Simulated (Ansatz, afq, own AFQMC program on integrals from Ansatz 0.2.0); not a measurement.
Integrals from Ansatz 0.2.0, then the random walk in our own AFQMC program (afq).

```yaml
crystal:
  periodic: [false, false, false]
  atoms:
    - {symbol: N, position_ang: [0.000000, 0.000000, 0.000000]}
    - {symbol: H, position_ang: [1.024021, 0.013755, -0.000070]}
    - {symbol: H, position_ang: [-0.523923, 0.879946, -0.002762]}
    - {symbol: H, position_ang: [-0.500098, -0.893701, 0.002832]}
basis:
  gaussian: {orbitals: 6-31G}
total_charge: 1
magnetization: {spin_polarized: true, initial_magnetization: 1}
correlation: {method: ccsd_t, electrons: outside_noble_gas, hamiltonian_folder: ham}
```

```sh
$ ansatz run in.yaml --threads 1 --pin off --events-out ev --progress --plain --max-ram 1843MiB
```

afq runs on the folder ham with

```
--method phaseless --trial cisd --walkers 200 --populations 1 --least-time 40 --time-step 0.005 --steps-per-block 50 --equilibration-blocks 28 --max-blocks 300 --target-error 0.00032 --factor-cut 1e-05 --start spin_pure --seed 5308 --release-times 0.24,0.51,0.99,1.62,2.4 --release-step 0.03 --release-every 4 --taylor-order 6
```

Times are imaginary, in 1/Eh. The walk had a cap of 452 s.

Output of the walk:

```
orbitals 14  electrons 4 3  factors 85 of 228
reference energy -55.85888677 Eh
CCSD correlation -0.10317268 Eh in 8 cycles, weight of the determinant in the CISD state 0.9588
energy of the start -55.961974 Eh
 block  time / (1/Eh)  mean weight  energy / Eh
     1     0.250  1.0004  -55.961464
     2     0.500  0.9999  -55.961676
     3     0.750  0.9999  -55.962194
     4     1.000  0.9985  -55.962898
     5     1.250  1.0007  -55.962670
    10     2.500  1.0000  -55.963894
    29     7.250  0.9996  -55.963850
    49    12.250  1.0005  -55.963173
    69    17.250  1.0002  -55.962656
    89    22.250  1.0007  -55.963710
   109    27.250  1.0006  -55.962989
   113    28.250  1.0001  -55.962048
   129    32.250  1.0000  -55.962614
   149    37.250  1.0002  -55.968899
   169    42.250  1.0003  -55.963745
   185    46.250  1.0003  -55.962718
blocks merged  error / Eh  count
     1  0.000067  160
     2  0.000077  80
     4  0.000088  40
     8  0.000096  20
    16  0.000123  10
released: time / (1/Eh)  energy / Eh  error  mean overlap
  0.24  -55.963300  0.000081  0.9996
  0.51  -55.963166  0.000062  0.9983
  0.99  -55.963257  0.000068  1.0008
  1.62  -55.963269  0.000077  1.0001
  2.40  -55.963310  0.000078  0.9878
energy -55.963203 +/- 0.000096 Eh
(rows thinned)
```

The run passed its tests (sampling time, drift between the halves within three errors, error under three times the target), which doesn't prove that it has relaxed.

Against this walk (error 2.6 meV) on the same determinant: CCSD(T) 8.4 meV higher, CCSDT(Q) 0.1 meV lower (within the noise), CCSDTQ 0.4 meV lower (within the noise), full CI 0.5 meV lower (within the noise). The error is statistical and leaves out the bias of the constraint. Released to 2.40 1/Eh the energy moves by -3 ± 3 meV (both errors), within twice the noise.

Cautions: constraint bias not in the error.

The walk took 88 s on 1 thread of Arm Neoverse V1, with other jobs on the host. The log's last line is the phaseless energy.

CCSDT and higher add their correlation energy to the determinant of the CCSD(T) run, since their own runs factorise the integrals more tightly (a shift of under 2 meV). A walk keeps the symmetry of its determinant, which the program's search chose and which needn't be the lowest solution, so a lower state of the same spin and another symmetry isn't excluded.
